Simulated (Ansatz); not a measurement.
How the elastic constant C66 of 1T (CdI2-type) SnS2 moves with the method

No measured value is used here.

| level (code) | value (GPa) | cell (Å³/atom) |
|---|---|---|
| LDA (Ansatz) | [?] | 21.70 |
| PBE (Ansatz) | 37.4 | 27.63 |
| PBEsol (Ansatz) | [?] | 23.35 |
| PBE-D3(BJ) (Ansatz) | 46.6 | 22.57 |
| PBE-D3(BJ)+SOC (Ansatz) | 46.6 | 22.56 |
| PBE-D4 (Ansatz) | 46.7 | 22.54 |

Problem. What belongs in the gaps?

Solution. 
- LDA (Ansatz, a program for electronic structure), value (GPa): 48.3
- PBEsol (Ansatz), value (GPa): 45.4

LDA: LDA has no dispersion term either, though it tends to give short spacings of layers, chains or molecules. PBE, PBEsol: the cell comes from a level without a dispersion term, which matters for the spacing of layers, chains or molecules. PBE-D3(BJ), PBE-D4: the dispersion coefficients are held fixed in the derivatives. Each level is taken at its own relaxed cell. Ansatz's density-functional and Hartree–Fock values are scalar-relativistic unless marked +SOC, with PAW data made under PBE.
